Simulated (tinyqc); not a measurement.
UKS/LDA (PW92) in the sto-3g basis, for NH, spin multiplicity 3, step by step. Computed by tinyqc, a small Python program that keeps every step (integrals from PySCF). Settings: charge = 0, multiplicity = 3, basis = sto-3g, energy threshold = 1e-08, iteration cap = 61, orthogonalisation = canonical, start = random, DIIS depth = 0, method = UKS, functional = lda,pw, grid = [30, 86]. Command: `OMP_NUM_THREADS=1 python tinyqc.py 20295 20296 out.jsonl` (the two numbers bound the seeds that draw the settings). One thread of a shared host (Intel(R) Xeon(R) Processor @ 2.60GHz), about 1 s of CPU time with the checks. Later iterations appear only in the table of the cycle.

## One-electron integrals

Geometry (angstrom):
```
atom       x       y       z
N     0.0000  0.0000  0.0000
H     0.0000  0.0000  1.2010
```

Basis sto-3g: exponents (1/bohr^2) and contraction coefficients of normalised primitives:
```
element  l (shell)  exponent  coefficient
N            s (1)   99.1062       0.1543
N            s (1)   18.0523       0.5353
N            s (1)    4.8857       0.4446
N            s (2)    3.7805      -0.1000
N            s (2)    0.8785       0.3995
N            s (2)    0.2857       0.7001
N            p (3)    3.7805       0.1559
N            p (3)    0.8785       0.6077
N            p (3)    0.2857       0.3920
H            s (1)    3.4253       0.1543
H            s (1)    0.6239       0.5353
H            s (1)    0.1689       0.4446
```

Overlap, kinetic and nuclear-attraction integrals over the contracted functions; the nuclear repulsion is the sum of Za Zb / Rab.

nuclear repulsion = 3.084297 hartree

overlap S, lower triangle:
```
         1N 1s   1N 2s  1N 2px  1N 2py  1N 2pz   2H 1s
1N 1s   1.0000
1N 2s   0.2350  1.0000
1N 2px  0.0000  0.0000  1.0000
1N 2py  0.0000  0.0000  0.0000  1.0000
1N 2pz  0.0000  0.0000  0.0000  0.0000  1.0000
2H 1s   0.0374  0.3844  0.0000  0.0000  0.3691  1.0000
```

kinetic energy T (hartree), lower triangle:
```
          1N 1s   1N 2s  1N 2px  1N 2py  1N 2pz   2H 1s
1N 1s   21.9908
1N 2s   -0.1284  0.6070
1N 2px   0.0000  0.0000  1.8994
1N 2py   0.0000  0.0000  0.0000  1.8994
1N 2pz   0.0000  0.0000  0.0000  0.0000  1.8994
2H 1s   -0.0104  0.0599  0.0000  0.0000  0.1683  0.7600
```

nuclear attraction V (hartree), lower triangle:
```
           1N 1s    1N 2s   1N 2px   1N 2py   1N 2pz    2H 1s
1N 1s   -46.6266
1N 2s    -5.5365  -7.3016
1N 2px    0.0000   0.0000  -7.2165
1N 2py    0.0000   0.0000   0.0000  -7.2165
1N 2pz   -0.0112  -0.1373   0.0000   0.0000  -7.3057
2H 1s    -0.9001  -2.2036   0.0000   0.0000  -1.9279  -4.2681
```

core Hamiltonian H = T + V (hartree), lower triangle:
```
           1N 1s    1N 2s   1N 2px   1N 2py   1N 2pz    2H 1s
1N 1s   -24.6358
1N 2s    -5.6649  -6.6946
1N 2px    0.0000   0.0000  -5.3172
1N 2py    0.0000   0.0000   0.0000  -5.3172
1N 2pz   -0.0112  -0.1373   0.0000   0.0000  -5.4064
2H 1s    -0.9105  -2.1437   0.0000   0.0000  -1.7596  -3.5080
```

## Two-electron integrals

Functions are numbered as in S; the eight-fold symmetry (ij|kl) = (ji|kl) = (kl|ij) leaves the list below.

Two-electron integrals (ij|kl) in chemists' order, unique and non-zero (hartree):
```
(11|11) 4.1666   (21|11) 0.6408   (21|21) 0.1175   (22|11) 0.9699
(22|21) 0.2209   (22|22) 0.7082   (31|31) 0.0210   (32|31) 0.0325
(32|32) 0.1564   (33|11) 0.9671   (33|21) 0.2210   (33|22) 0.7081
(33|33) 0.7628   (41|41) 0.0210   (42|41) 0.0325   (42|42) 0.1564
(43|43) 0.0411   (44|11) 0.9671   (44|21) 0.2210   (44|22) 0.7081
(44|33) 0.6806   (44|44) 0.7628   (51|51) 0.0210   (52|51) 0.0325
(52|52) 0.1564   (53|53) 0.0411   (54|54) 0.0411   (55|11) 0.9671
(55|21) 0.2210   (55|22) 0.7081   (55|33) 0.6806   (55|44) 0.6806
(55|55) 0.7628   (61|11) 0.1030   (61|21) 0.0187   (61|22) 0.0351
(61|33) 0.0351   (61|44) 0.0351   (61|51) 0.0010   (61|52) 0.0018
(61|55) 0.0353   (61|61) 0.0030   (62|11) 0.2721   (62|21) 0.0629
(62|22) 0.2252   (62|33) 0.2204   (62|44) 0.2204   (62|51) 0.0053
(62|52) 0.0414   (62|55) 0.2345   (62|61) 0.0103   (62|62) 0.0942
(63|31) 0.0061   (63|32) 0.0364   (63|53) 0.0082   (63|63) 0.0119
(64|41) 0.0061   (64|42) 0.0364   (64|54) 0.0082   (64|64) 0.0119
(65|11) 0.2232   (65|21) 0.0522   (65|22) 0.1989   (65|33) 0.1895
(65|44) 0.1895   (65|51) 0.0099   (65|52) 0.0704   (65|55) 0.2175
(65|61) 0.0089   (65|62) 0.0999   (65|65) 0.1162   (66|11) 0.4342
(66|21) 0.1019   (66|22) 0.4186   (66|33) 0.3995   (66|44) 0.3995
(66|51) 0.0102   (66|52) 0.1116   (66|55) 0.4562   (66|61) 0.0169
(66|62) 0.2282   (66|65) 0.2708   (66|66) 0.7746
```

## Orthogonalisation

S = U s U^T; canonical form X = U s^(-1/2), so that X^T S X = 1. Each column of U has its largest component positive (the first on a tie).

eigenvalues of S: 0.4490  0.8338  1.0000  1.0000  1.1431  1.5741

X:
```
              1        2        3       4        5       6
1N 1s    0.2828   0.7616   0.0000  0.0000   0.5971  0.2152
1N 2s   -0.8233  -0.4988   0.0000  0.0000   0.3981  0.4416
1N 2px   0.0000   0.0000  -0.4092  0.9125   0.0000  0.0000
1N 2py   0.0000   0.0000   0.9125  0.4092   0.0000  0.0000
1N 2pz  -0.6746   0.5550   0.0000  0.0000  -0.5593  0.3394
2H 1s    1.0071  -0.2500   0.0000  0.0000  -0.2169  0.5279
```

Within a degenerate level the vectors are fixed only up to a rotation; this is one choice.

## Starting guess

The start is random orthonormal orbitals; D(s) = C_occ C_occ^T for each spin.

D(alpha) at the start, lower triangle:
```
          1N 1s    1N 2s   1N 2px   1N 2py   1N 2pz   2H 1s
1N 1s    0.7215
1N 2s   -0.0758   1.1580
1N 2px   0.2221  -0.1329   0.8555
1N 2py   0.3436  -0.2056  -0.2236   0.6541
1N 2pz   0.2297   0.0510  -0.1683  -0.2604   0.9950
2H 1s    0.0043  -0.5131   0.0484   0.0748  -0.4612  1.3862
```

D(beta) at the start, lower triangle:
```
         1N 1s    1N 2s   1N 2px   1N 2py   1N 2pz   2H 1s
1N 1s   0.6346
1N 2s   0.0163   0.0395
1N 2px  0.3631   0.0391   0.5256
1N 2py  0.1299  -0.0449   0.1438   0.1242
1N 2pz  0.2378   0.1139  -0.2039  -0.2360   0.9892
2H 1s   0.0703  -0.2135  -0.1752   0.2612  -0.4932  1.2021
```

## Iteration 1: exchange-correlation on the grid

Becke grid with 30 radial and 86 angular points per atom, points of zero weight dropped. rho = sum D_ij phi_i phi_j; V_xc,ij = sum w v_xc phi_i phi_j; v_xc is d(rho eps)/d rho(s) for spin s.

The 12 grid points with the largest w rho, of 5142 (bohr, atomic units):
```
x              y        z       w  rho(alpha)  rho(beta)   eps_xc  v_xc(alpha)
0.4534    0.0000  -1.1234  0.0501      0.1632     0.1178  -0.5471      -0.7406
0.0000    0.4534  -1.1234  0.0501      0.1638     0.1107  -0.5441      -0.7402
0.8412    0.2290  -0.8412  0.0504      0.1529     0.1174  -0.5397      -0.7268
-0.8412  -0.2290   0.8412  0.0473      0.1657     0.1170  -0.5484      -0.7437
0.4478    0.4478  -1.0328  0.0471      0.1590     0.1243  -0.5475      -0.7363
-0.6994  -0.6994   0.6994  0.0492      0.1659     0.1046  -0.5428      -0.7418
0.5455    0.0000  -1.3518  0.0830      0.0916     0.0669  -0.4581      -0.6179
0.0000    0.0000  -1.2115  0.0490      0.1579     0.1061  -0.5376      -0.7315
0.8412   -0.2290  -0.8412  0.0504      0.1609     0.0950  -0.5348      -0.7334
0.0000    0.5455  -1.3518  0.0830      0.0920     0.0630  -0.4557      -0.6175
-0.6920  -0.1884   0.6920  0.0291      0.2602     0.1775  -0.6289      -0.8570
1.0122    0.2756  -1.0122  0.0834      0.0859     0.0666  -0.4521      -0.6067
```

electrons on the grid, sum of w rho = 7.9998

E_xc = sum of w rho eps_xc = -5.524878 hartree

V_xc(alpha) (hartree), lower triangle:
```
          1N 1s    1N 2s   1N 2px   1N 2py   1N 2pz    2H 1s
1N 1s   -2.2908
1N 2s   -0.3383  -0.6808
1N 2px  -0.0062   0.0085  -0.6781
1N 2py  -0.0082   0.0143   0.0151  -0.6580
1N 2pz  -0.0078  -0.0043   0.0138   0.0199  -0.6955
2H 1s   -0.0550  -0.2226   0.0046   0.0066  -0.2100  -0.5481
```

V_xc(beta) (hartree), lower triangle:
```
          1N 1s    1N 2s   1N 2px   1N 2py   1N 2pz    2H 1s
1N 1s   -2.1931
1N 2s   -0.3098  -0.5663
1N 2px  -0.0169  -0.0113  -0.5640
1N 2py  -0.0069  -0.0042  -0.0120  -0.5138
1N 2pz  -0.0121  -0.0177   0.0235   0.0234  -0.6105
2H 1s   -0.0508  -0.1980   0.0031   0.0021  -0.1971  -0.5251
```

## Iteration 1: building the Kohn-Sham matrix

J_ij = sum D_kl (ij|kl) with D = D(alpha) + D(beta); F = H + J + V_xc; E = tr D H + tr D J / 2 + E_xc + E_nn.

Coulomb J (hartree), lower triangle:
```
          1N 1s    1N 2s   1N 2px   1N 2py  1N 2pz   2H 1s
1N 1s   11.0607
1N 2s    2.1108   5.4529
1N 2px   0.0169  -0.0006   5.4240
1N 2py   0.0077  -0.0231  -0.0066   5.3745
1N 2pz   0.0303   0.1766  -0.0327  -0.0353  5.5464
2H 1s    0.3389   1.8555  -0.0087  -0.0125  1.7428  4.0510
```

F(alpha) (hartree), lower triangle:
```
           1N 1s    1N 2s   1N 2px   1N 2py   1N 2pz    2H 1s
1N 1s   -15.8659
1N 2s    -3.8924  -1.9225
1N 2px    0.0107   0.0079  -0.5712
1N 2py   -0.0004  -0.0089   0.0085  -0.6007
1N 2pz    0.0112   0.0350  -0.0188  -0.0154  -0.5555
2H 1s    -0.6265  -0.5107  -0.0041  -0.0059  -0.2268  -0.0052
```

F(beta) (hartree), lower triangle:
```
           1N 1s    1N 2s   1N 2px   1N 2py   1N 2pz   2H 1s
1N 1s   -15.7682
1N 2s    -3.8639  -1.8080
1N 2px    0.0000  -0.0119  -0.4571
1N 2py    0.0008  -0.0273  -0.0185  -0.4564
1N 2pz    0.0069   0.0216  -0.0092  -0.0120  -0.4705
2H 1s    -0.6224  -0.4862  -0.0057  -0.0104  -0.2140  0.0179
```

total energy of this density = -43.874389 hartree

## Iteration 1: diagonalisation and new density

Diagonalise F' = X^T F X, C = X C', fill 5 alpha and 3 beta electrons from the bottom; D(s) = C_occ C_occ^T. Each column has its largest component positive (the first on a tie).

F' = X^T F X (alpha) (hartree), lower triangle:
```
         1        2        3        4        5        6
1  -0.1848
2  -1.4660  -6.7311
3   0.0085  -0.0006  -0.6021
4   0.0094  -0.0060  -0.0053  -0.5697
5  -1.3217  -6.4773  -0.0030   0.0217  -7.8130
6  -0.1908  -3.2402  -0.0102  -0.0076  -3.7768  -2.3651
```

orbital energies (alpha) (hartree): MO1 -15.8679, MO2 -1.0270, MO3 -0.6057, MO4 -0.5830, MO5 -0.5378, MO6 0.3556

coefficients C (alpha):
```
            MO1      MO2      MO3      MO4      MO5      MO6
1N 1s    0.9971  -0.2535   0.0007  -0.0106  -0.0113   0.0651
1N 2s    0.0126   1.0332  -0.0041   0.0429   0.0396  -0.4571
1N 2px  -0.0007  -0.0152  -0.0920   0.8508  -0.5172   0.0014
1N 2py   0.0000   0.0190   0.9594  -0.0626  -0.2743   0.0046
1N 2pz   0.0001  -0.0644   0.2631   0.5092   0.7914  -0.4818
2H 1s   -0.0024  -0.0190   0.0092   0.0259   0.0448   1.1829
```

F' = X^T F X (beta) (hartree), lower triangle:
```
         1        2        3        4        5        6
1  -0.1196
2  -1.4493  -6.6352
3   0.0143   0.0084  -0.4427
4   0.0177   0.0062  -0.0121  -0.4708
5  -1.3155  -6.4877  -0.0019   0.0009  -7.7121
6  -0.2256  -3.2376  -0.0149  -0.0192  -3.7526  -2.3043
```

orbital energies (beta) (hartree): MO1 -15.7701, MO2 -0.9144, MO3 -0.4893, MO4 -0.4579, MO5 -0.4377, MO6 0.3847

coefficients C (beta):
```
            MO1      MO2      MO3      MO4      MO5      MO6
1N 1s    0.9972  -0.2522   0.0068  -0.0145   0.0074   0.0682
1N 2s    0.0122   1.0271  -0.0341   0.0504  -0.0284  -0.4697
1N 2px   0.0000   0.0284   0.4871  -0.5792  -0.6530   0.0040
1N 2py   0.0000   0.0616   0.5122  -0.4125   0.7508   0.0078
1N 2pz   0.0004  -0.0425   0.6878   0.6744  -0.0900  -0.5032
2H 1s   -0.0024  -0.0042   0.0493   0.0622  -0.0113   1.1815
```

D(alpha) after iteration 1, lower triangle:
```
          1N 1s    1N 2s   1N 2px   1N 2py  1N 2pz   2H 1s
1N 1s    1.0586
1N 2s   -0.2503   1.0712
1N 2px  -0.0001   0.0007   1.0000
1N 2py  -0.0003   0.0021   0.0000   1.0000
1N 2pz   0.0023  -0.0145   0.0007   0.0022  0.9589
2H 1s    0.0016  -0.0168  -0.0017  -0.0055  0.0523  0.0031
```

D(beta) after iteration 1, lower triangle:
```
          1N 1s    1N 2s  1N 2px  1N 2py  1N 2pz   2H 1s
1N 1s    1.0580
1N 2s   -0.2470   1.0562
1N 2px  -0.0039   0.0125  0.2381
1N 2py  -0.0121   0.0458  0.2513  0.2662
1N 2pz   0.0158  -0.0672  0.3338  0.3497  0.4749
2H 1s   -0.0010  -0.0060  0.0239  0.0250  0.0341  0.0025
```

## Iteration 2: exchange-correlation on the grid

As before.

The 12 grid points with the largest w rho, of 5142 (bohr, atomic units):
```
x              y        z       w  rho(alpha)  rho(beta)   eps_xc  v_xc(alpha)
-0.6994  -0.6994  -0.6994  0.0507      0.1599     0.1543  -0.5640      -0.7423
0.6994    0.6994   0.6994  0.0492      0.1593     0.1559  -0.5646      -0.7419
-0.2290  -0.8412  -0.8412  0.0504      0.1594     0.1444  -0.5583      -0.7401
-0.8412  -0.2290  -0.8412  0.0504      0.1594     0.1439  -0.5580      -0.7400
-0.8416  -0.8416  -0.8416  0.0839      0.0896     0.0864  -0.4714      -0.6195
-0.4478  -0.4478  -1.0328  0.0471      0.1585     0.1543  -0.5633      -0.7406
0.8412    0.8412   0.2290  0.0503      0.1604     0.1273  -0.5499      -0.7386
0.0000   -0.4534  -1.1234  0.0501      0.1580     0.1290  -0.5493      -0.7357
-0.4534   0.0000  -1.1234  0.0501      0.1579     0.1289  -0.5492      -0.7356
0.2290    0.8412   0.8412  0.0473      0.1591     0.1443  -0.5581      -0.7397
-0.5754  -0.5754  -0.5754  0.0298      0.2427     0.2343  -0.6423      -0.8463
-0.2756  -1.0122  -1.0122  0.0834      0.0893     0.0808  -0.4666      -0.6175
```

electrons on the grid, sum of w rho = 8.0000

E_xc = sum of w rho eps_xc = -7.006910 hartree

V_xc(alpha) (hartree), lower triangle:
```
          1N 1s    1N 2s   1N 2px   1N 2py   1N 2pz    2H 1s
1N 1s   -2.5630
1N 2s   -0.3698  -0.7184
1N 2px   0.0000  -0.0003  -0.7136
1N 2py  -0.0001  -0.0009  -0.0022  -0.7139
1N 2pz   0.0002   0.0004  -0.0030  -0.0032  -0.7152
2H 1s   -0.0597  -0.2047  -0.0008  -0.0010  -0.1703  -0.2934
```

V_xc(beta) (hartree), lower triangle:
```
          1N 1s    1N 2s   1N 2px   1N 2py   1N 2pz    2H 1s
1N 1s   -2.5334
1N 2s   -0.3480  -0.6102
1N 2px  -0.0004  -0.0029  -0.5980
1N 2py  -0.0011  -0.0082  -0.0206  -0.6002
1N 2pz   0.0013   0.0084  -0.0279  -0.0293  -0.6189
2H 1s   -0.0563  -0.1753  -0.0059  -0.0073  -0.1469  -0.2624
```

## Iteration 2: building the Kohn-Sham matrix

As before.

Coulomb J (hartree), lower triangle:
```
          1N 1s    1N 2s  1N 2px  1N 2py  1N 2pz   2H 1s
1N 1s   14.0821
1N 2s    2.5865   6.1546
1N 2px   0.0010   0.0055  6.1404
1N 2py   0.0028   0.0156  0.0207  6.1427
1N 2pz  -0.0030  -0.0135  0.0279  0.0293  6.1610
2H 1s    0.4134   1.8882  0.0069  0.0095  1.6357  3.3855
```

F(alpha) (hartree), lower triangle:
```
           1N 1s    1N 2s  1N 2px  1N 2py   1N 2pz    2H 1s
1N 1s   -13.1167
1N 2s    -3.4482  -1.2583
1N 2px    0.0009   0.0052  0.1096
1N 2py    0.0027   0.0147  0.0185  0.1117
1N 2pz   -0.0141  -0.1503  0.0249  0.0260   0.0394
2H 1s    -0.5568  -0.4602  0.0061  0.0086  -0.2942  -0.4160
```

F(beta) (hartree), lower triangle:
```
           1N 1s    1N 2s  1N 2px  1N 2py   1N 2pz    2H 1s
1N 1s   -13.0871
1N 2s    -3.4264  -1.1501
1N 2px    0.0006   0.0026  0.2252
1N 2py    0.0017   0.0074  0.0000  0.2253
1N 2pz   -0.0130  -0.1423  0.0000  0.0000   0.1357
2H 1s    -0.5534  -0.4308  0.0010  0.0023  -0.2708  -0.3850
```

total energy of this density = -53.540775 hartree

## Iteration 2: diagonalisation and new density

As before.

F' = X^T F X (alpha) (hartree), lower triangle:
```
         1        2        3        4        5        6
1  -0.0162
2  -1.0457  -5.0651
3  -0.0125   0.0022   0.0976
4  -0.0216   0.0124   0.0131   0.1237
5  -0.8556  -5.6765  -0.0030  -0.0152  -6.2934
6  -0.5075  -2.7001   0.0129   0.0213  -3.1494  -2.1137
```

orbital energies (alpha) (hartree): MO1 -13.1285, MO2 -0.5459, MO3 -0.1191, MO4 0.0923, MO5 0.1238, MO6 0.3104

coefficients C (alpha):
```
            MO1      MO2      MO3      MO4      MO5      MO6
1N 1s    0.9919  -0.1753  -0.2153   0.0057   0.0051  -0.0424
1N 2s    0.0337   0.5738   0.9317  -0.0238  -0.0452   0.2812
1N 2px  -0.0001  -0.0174   0.0250   0.7265   0.6754   0.1228
1N 2py  -0.0002  -0.0280  -0.0057  -0.6867   0.7141   0.1328
1N 2pz   0.0044   0.2323  -0.2398   0.0059  -0.1776   1.0237
2H 1s   -0.0086   0.5501  -0.6976   0.0102   0.1680  -0.7647
```

F' = X^T F X (beta) (hartree), lower triangle:
```
         1        2       3       4        5        6
1   0.0544
2  -1.0461  -5.0099
3  -0.0026  -0.0022  0.2253
4  -0.0022  -0.0022  0.0001  0.2253
5  -0.8547  -5.7091  0.0027  0.0025  -6.2284
6  -0.5552  -2.7040  0.0037  0.0036  -3.1459  -2.0419
```

orbital energies (beta) (hartree): MO1 -13.0978, MO2 -0.4763, MO3 -0.0425, MO4 0.2252, MO5 0.2255, MO6 0.3908

coefficients C (beta):
```
            MO1      MO2      MO3      MO4      MO5      MO6
1N 1s    0.9923  -0.1558  -0.2280   0.0000  -0.0057  -0.0430
1N 2s    0.0321   0.4899   0.9797   0.0000   0.0235   0.2808
1N 2px   0.0000  -0.0026  -0.0062   0.9478   0.3187  -0.0004
1N 2py  -0.0001  -0.0068  -0.0198  -0.3187   0.9476   0.0017
1N 2pz   0.0041   0.2088  -0.1963   0.0011  -0.0042   1.0530
2H 1s   -0.0082   0.6323  -0.6721  -0.0002  -0.0082  -0.7422
```

D(alpha) after iteration 2, lower triangle:
```
          1N 1s    1N 2s   1N 2px   1N 2py  1N 2pz   2H 1s
1N 1s    1.0611
1N 2s   -0.2681   1.2011
1N 2px   0.0052  -0.0345   0.9849
1N 2py   0.0056  -0.0373  -0.0163   0.9824
1N 2pz   0.0144  -0.0821  -0.1257  -0.1360  0.1430
2H 1s    0.0461  -0.3425   0.0939   0.1016  0.2652  0.8177
```

D(beta) after iteration 2, lower triangle:
```
          1N 1s    1N 2s  1N 2px  1N 2py  1N 2pz   2H 1s
1N 1s    1.0610
1N 2s   -0.2678   1.2007
1N 2px   0.0018  -0.0074  0.0000
1N 2py   0.0054  -0.0228  0.0001  0.0004
1N 2pz   0.0163  -0.0899  0.0007  0.0025  0.0822
2H 1s    0.0466  -0.3489  0.0026  0.0090  0.2639  0.8515
```

## Convergence

Stop when the energy changes by less than 1e-08 hartree and every element of the error matrix X^T (F D S - S D F) X (for each spin) is below 3e-05.

Course of the cycle:
```
iteration  E (hartree)     change  largest element of the error matrix
1           -43.874389          -                             4.06e+00
2           -53.540775  -9.67e+00                             2.62e-01
3           -53.733667  -1.93e-01                             2.21e-01
4           -53.820616  -8.69e-02                             2.09e-01
5           -53.834565  -1.39e-02                             1.88e-01
6           -53.868399  -3.38e-02                             1.82e-01
7           -53.866875   1.52e-03                             1.70e-01
8           -53.887555  -2.07e-02                             1.69e-01
9           -53.882037   5.52e-03                             1.60e-01
10          -53.897347  -1.53e-02                             1.61e-01
11          -53.890301   7.05e-03                             1.55e-01
12          -53.902920  -1.26e-02                             1.57e-01
13          -53.895164   7.76e-03                             1.51e-01
14          -53.906281  -1.11e-02                             1.54e-01
...                ...        ...                                  ...
48          -53.912232  -8.68e-03                             1.49e-01
49          -53.903556   8.68e-03                             1.45e-01
50          -53.912233  -8.68e-03                             1.49e-01
51          -53.903558   8.68e-03                             1.45e-01
52          -53.912235  -8.68e-03                             1.49e-01
53          -53.903559   8.68e-03                             1.45e-01
54          -53.912235  -8.68e-03                             1.49e-01
55          -53.903560   8.68e-03                             1.45e-01
56          -53.912236  -8.68e-03                             1.49e-01
57          -53.903560   8.68e-03                             1.45e-01
58          -53.912236  -8.68e-03                             1.49e-01
59          -53.903560   8.68e-03                             1.45e-01
60          -53.912236  -8.68e-03                             1.49e-01
61          -53.903561   8.68e-03                             1.45e-01
```

PySCF UKS in the same basis, fine grid, after a stability check = -54.001024 hartree

Not converged within the cap of 61 iterations: the residual has stopped falling: the iteration swings between two states. Reruns (cap 100 unless said): DIIS 8: converged in 9; damping 0.5: converged in 31; level shift 0.5: converged in 26; atomic densities as start, DIIS 8: converged in 8; the original settings with a cap of 400: not converged.
